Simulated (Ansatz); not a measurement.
Reaction (SMILES): C#CC + C (CH4) -> C#C (C2H2) + CC (C2H6)

Quantity: bond separation energy (enthalpy at 298 K), in kcal/mol. Set-up: LANL2DZ all-electron up to Ne; dispersion terms only where a functional's name holds one; non-relativistic; no spin-orbit coupling; 6-311+G** with 5d; six Cartesian d functions in 6-31G* and its kin unless marked 5d; frozen cores in correlated levels. CBS marks a two-point X^-3 extrapolation of the correlation energy; Hartree-Fock from the larger set. [CCSD(T)-MP2]/basis is that difference in the basis named. First-principles rows: single points at B3LYP-D3(BJ) geometries (Ansatz, a quantum-chemistry and plane-wave program), with unscaled harmonic terms from B3LYP/6-31G* (Ansatz) at its own minima.

Measured values: Active Thermochemical Tables 1.112 (ions: stationary electron), as tabulated in the package chemicals; they hold spin-orbit and core effects, anharmonicity. 

Value to compare with, the measured value: 7.9 kcal/mol.

| level | program | bond separation energy (enthalpy at 298 K) (kcal/mol) | error |
|---|---|---|---|
| PBE/STO-3G | Ansatz | 9.5 | 1.6 |
| PBE/3-21G | Ansatz | 9.0 | 1.1 |
| PBE/LANL2DZ | Ansatz | 11.2 | 3.3 |
| PBE/6-31G* | Ansatz | 10.7 | 2.8 |
| PBE/def2-SVP | Ansatz | 10.0 | 2.1 |
| PBE/6-311+G** | Ansatz | 9.4 | 1.5 |
| PBE/def2-TZVPD | Ansatz | 9.8 | 1.9 |
| RI-MP2/CBS(cc-pVTZ,cc-pVQZ)+[CCSD(T)-MP2]/cc-pVTZ | Ansatz | 7.7 | -0.2 |

6 of the 6 habitual levels lie above the measured value; their mean absolute error is 2.1 kcal/mol, the median 1.9.

The sets are all those run for this method; left out are runs that failed, that the program found above a lower state of the same kind, or whose <S^2> lies over 0.5 above the pure value.
